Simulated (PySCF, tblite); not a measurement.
Task: Write Cartesian coordinates for `CC[P@](C)(=O)O` as optimised with GFN2-xTB.

Result: 
```
atom  x, y, z in Å
C1    -1.640   -0.768   -0.061
C2    -0.818    0.000    0.959
P3     0.694    0.760    0.246
C4     1.654   -0.575   -0.557
O5     1.451    1.615    1.170
O6     0.140    1.615   -1.013
H7    -2.596   -1.065    0.365
H8    -1.117   -1.664   -0.384
H9    -1.827   -0.145   -0.933
H10   -1.391    0.827    1.385
H11   -0.501   -0.639    1.785
H12    1.107   -0.995   -1.393
H13    1.872   -1.346    0.177
H14    2.588   -0.143   -0.907
H15    0.382    2.530   -0.859
```

Orientation and origin are arbitrary. Atoms count from 1 in this order. O6 (hydroxyl oxygen) is bent (angle 107.0°). P3 (phosphoryl phosphorus) is distorted tetrahedral (angles from 103.0° to 115.5°). The 2 O–P bonds span 1.469 Å (P3=O5, drawn double) to 1.619 Å (P3–O6, drawn single), a spread of 0.150 Å. Of the pairs four or more bonds apart, O6···H9 is among the closest relative to their van der Waals radii: 2.64 Å, 97 % of the sum of Bondi's values.

Bonds between heavy atoms (Å): C1–C2 1.519, C2–P3 1.837, P3–C4 1.830, P3=O5 1.469, P3–O6 1.619.

Structure optimised with GFN2-xTB, isolated species.

Point group: C1 (no symmetry element, even within 0.4 Å). Its GFN2-xTB frequencies are all real (lowest 76 cm⁻¹). One conformer, not necessarily the lowest (C1–C2–P3–C4 -55°, C2–P3–O6–H 120°).

These are computed values.
